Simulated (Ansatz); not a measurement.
HfIr3 (Pm-3m)

Theory: DFT r2SCAN, scalar-relativistic, plane waves, PAW in Ansatz 0.2.0.

Plane waves to 500 eV, a k mesh through Γ of 12×12×12 on the computed 4-atom cell and Gaussian smearing (0.10 eV); no spin polarisation.

The structure is relaxed at this level of theory with its symmetry kept. Whether it is the stable form of this composition wasn't checked.

Symmetry: Pm-3m, No. 221, cubic system. Conventional cell: a = 3.942 Å, b = 3.942 Å, c = 3.942 Å, α = 90.00°, β = 90.00°, γ = 90.00°. Hf (site symmetry m-3m) has 12 Ir at 2.79 Å as nearest neighbours. Around Ir (site symmetry 4/mmm) lie 4 Hf at 2.79 Å and 8 Ir at 2.79 Å.

| Property | Result |
| --- | --- |
| Volume per atom | 15.32 Å³ |
| Formation energy from the elements' standard states (uncorrected) | -0.845 eV/atom |
| Generalised Kohn–Sham band gap | none (metal) |
| Density of states at the Fermi level | 2.38 states/eV per cell |
| Löwdin character within 0.5 eV of the Fermi level | Ir 5d 72 %, Hf 5d 12 %, unprojected 6 % |
| Bulk modulus | 300 GPa |
| Its pressure derivative | 4.7 |
| Bader charges (e) | Hf (1 in the cell) 1.90, Ir (3 in the cell) -0.63 |

Spin-orbit coupling is left out, which matters for the bands of heavy elements.

Cost: 6 runs of about 6.5 core-minutes in all, on Arm Neoverse V1 (shared hosts).